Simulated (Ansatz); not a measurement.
# The silicon atom (triplet): the correlation ladder, STO-3G

One table from this session's results is given with a row withheld; the runs are named, their logs left out.

Computed with Ansatz 0.2.0, Gaussian basis. Level: STO-3G, core rule «outside noble gas», up to 5 orbitals frozen.

The runs, in order: CCSD(T) on UHF; BCCD(T) on ROHF; CISD; CCSDT(Q) on ROHF; CCSDT(Q) on UHF; CASSCF and MRCISD+Q, 4 electrons in 4 orbitals; CASSCF and MRCISD+Q(relaxed), 4 electrons in 4 orbitals; CASSCF and NEVPT4(SD), 4 electrons in 4 orbitals; CASSCF and NEVPT2, 4 electrons in 4 orbitals; Full CI.

## The atom

A free atom, in its lowest state of this spin that the program finds.

1 atom, charge 0, spin multiplicity 3.

The first run:

in.yaml reads:

```yaml
crystal:
  periodic: [false, false, false]
  atoms:
    - {symbol: Si, position_ang: [0.000000, 0.000000, 0.000000]}
basis:
  gaussian: {orbitals: STO-3G}
magnetization: {spin_polarized: true, initial_magnetization: 2}
correlation: {method: ccsd_t, electrons: outside_noble_gas}
```

On the command line:

```
> ansatz run in.yaml --threads 1 --pin off --events-out ev --progress --plain --max-ram 2393MiB
```

Among the steps run: CCSD(T) on UHF; BCCD(T) on ROHF; CISD; CCSDT(Q) on ROHF; CCSDT(Q) on UHF; CASSCF and MRCISD+Q, 4 electrons in 4 orbitals; CASSCF and MRCISD+Q(relaxed), 4 electrons in 4 orbitals; CASSCF and NEVPT4(SD), 4 electrons in 4 orbitals; CASSCF and NEVPT2, 4 electrons in 4 orbitals; Full CI.

One of the session's tables, all rows but one given; the rest of the session is left out.

It belongs to the step «Misses and costs». 

```
                   method  from FCI (meV)
                      UHF          +364.8
                     UMP2               ?
                    UCCSD            -0.2
                 UCCSD(T)            -0.2
                  BCCD(T)             0.0
                   UCCSDT            -0.2
                UCCSDT(Q)            -0.2
           CASSCF valence             0.0
           NEVPT2 valence             0.0
       NEVPT4(SD) valence             0.0
           MRCISD valence             0.0
         MRCISD+Q valence             0.0
MRCISD+Q(relaxed) valence             0.0
                      FCI               0
```

Q: Estimate the row for UMP2 from the others.

As computed: from FCI (meV): +166.2. In the column «from FCI (meV)» it lies between FCI (0) and UHF (+364.8).

Not comparable, so not listed: CISD; CCSDT(Q) on ROHF (they don't share determinant, frozen orbitals or solution with the rows shown, or repeat one).

Limits of these values: Levels on UHF freeze UHF's core orbitals, full CI those of ROHF, so the U rows can settle a little off it for that reason alone.
